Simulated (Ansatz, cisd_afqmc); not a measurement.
System: CHO, charge 0, doublet.
NHTBH set geometry:
```xyz
3

H     -1.5209     1.3888     0.0000
C      0.1086     0.5493     0.0000
O      0.1086    -0.5856     0.0000
```
Charge 0, spin multiplicity 2.

Total energies in aug-cc-pVDZ, 11 correlated electrons, 2 frozen orbitals. UHF or UKS for unpaired electrons; spin-orbit terms are left out. Correlated methods leave the cores frozen. No relativity. AFQMC is phaseless with a CISD trial state; ± is one standard error, without the phaseless bias. Outlying blocks are dropped, and bars are widened where a walk drifts. Over all cases where full CI ran beside it in this data, AFQMC minus full CI had a median of +0.1 mEh and passed +0.4 mEh in a tenth of the cases. The UHF reference of CHO (saddle point or complex, doublet) is spin-contaminated (<S^2> up to 0.03 over the pure value in the sets run).

```csv
method,program,energy (Eh),minus CCSDT(Q) (mEh)
HF,Ansatz,-113.23957,328.60
MP2,Ansatz,-113.54349,24.69
CCSD,Ansatz,-113.55325,14.93
CCSD(T),Ansatz,-113.56630,1.87
CCSDT(Q),Ansatz,-113.56817,0.00
AFQMC/CISD,cisd_afqmc,-113.5676 ± 0.0002,0.5 ± 0.2
```

Rough core times of Ansatz's runs on a shared machine: CCSD(T) under 20 s, CCSDT(Q) 40 s.

Ansatz is an electronic-structure program.
